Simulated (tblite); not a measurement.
Species: C2H3S (doublet state).
SMILES with atom numbers: `[CH3:1][C:2]=[S:3]` (hydrogens: H4, H5, H6 on C1)

Computed geometry: GFN2-xTB, gas phase. This method treats the open shell by occupation alone, without spin polarisation.

**Question.** Give the optimised bond lengths and angles.

**Answer.** 
```csv
bond,length (pm)
C1–C2,145.6
C2=S3,157.5
"C1–H4, C1–H5, C1–H6",109.3
```

Bonds in one row agree within 1 pm and their mean is given. A selection of angles:
```csv
angle,degrees
C2–C1–H4,107.5
C2–C1–H5,113.5
C2–C1–H6,109.9
H4–C1–H5,108.8
H4–C1–H6,107.3
C1–C2–S3,136.7
```

Point group: near Cs, missed by 0.26 Å at most; the miss may be what the optimiser left on a soft mode. Its GFN2-xTB frequencies are all real (lowest 85 cm⁻¹). 2 starts were optimised and ended at 0.00 and 4.83 kcal/mol (GFN2-xTB); the lowest of these is shown.
